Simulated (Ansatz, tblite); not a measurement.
# The cluster Li₂Te: charged states by level of theory

An exercise on one series of results from a longer session: the logs are not shown, and one member is left open.

The runs use Ansatz 0.2.0, Gaussian basis; as each input shows.

The runs, in order: charge +1 doublet, at the geometry of the singlet (PBE0-D4/def2-TZVP, PBE-D4/def2-TZVP, r2SCAN-D4/def2-TZVP, CCSD(T)/def2-TZVPP); charge -1 doublet, at the geometry of the singlet (PBE0-D4/def2-TZVPD, PBE-D4/def2-TZVPD, r2SCAN-D4/def2-TZVPD, CCSD(T)/def2-TZVPD); the starting singlet's energies come from earlier runs.

## The relaxed structure

The singlet was relaxed beforehand with PBE-D4/def2-TZVP. At that level it is the lowest of the isomers that a small search found.

3 atoms, charge 0, spin multiplicity 1.

Atoms are counted from 1 here; the program's logs count them from 0.

Bond lengths: Li1–Te3 2.439 Å, Li2–Te3 2.439 Å. Angles: Li1–Te3–Li2 98.5°.

Geometry (Å):

```
Li    1.50892   -1.18443   -0.11785
Li   -1.65274    0.45032    0.87138
Te    0.14381    0.73411   -0.75353
```

Te takes a core potential in the def2 sets. No spin-orbit coupling is included.

Set-up of the first run:

The input, in.yaml:

```yaml
crystal:
  periodic: [false, false, false]
  atoms:
    - {symbol: Li, position_ang: [1.508922, -1.184434, -0.117849]}
    - {symbol: Li, position_ang: [-1.652735, 0.450323, 0.871377]}
    - {symbol: Te, position_ang: [0.143812, 0.734110, -0.753528]}
basis:
  gaussian: {orbitals: def2-TZVP}
total_charge: 1
magnetization: {spin_polarized: true, initial_magnetization: 1}
hamiltonian: {xc: pbe0, dispersion: d4}
output: {orbitals: {seedname: orbitals}}
```

Command:

```console
$ ansatz run in.yaml --threads 4 --pin off --events-out ev --progress --plain --max-ram 3916MiB
```

Among the steps run: Charge +1 doublet at the fixed geometry, PBE0-D4/def2-TZVP; Charge +1 doublet at the fixed geometry, PBE-D4/def2-TZVP; Charge +1 doublet at the fixed geometry, r2SCAN-D4/def2-TZVP; Charge +1 doublet at the fixed geometry, CCSD(T)/def2-TZVPP.

One table of the session follows, with a row left open; its other results are not shown here.

It belongs to the step «Vertical ionisation energy». 

| method | vertical ionisation energy (eV) |
| --- | --- |
| HF/def2-TZVPP | ? |
| PBE-D4/def2-TZVP | 6.31 |
| r2SCAN-D4/def2-TZVP | 6.23 |
| PBE0-D4/def2-TZVP | 6.23 |
| MP2/def2-TZVPP | 6.21 |
| CCSD/def2-TZVPP | 6.05 |
| CCSD(T)/def2-TZVPP | 6.14 |

**Question.** Estimate the row for HF/def2-TZVPP.

As computed: vertical ionisation energy (eV): 5.19. In the column «vertical ionisation energy (eV)» it is the lowest.

Caveats from the session: The anion's highest level is positive in at least one run, so there the basis alone may hold the extra electron.
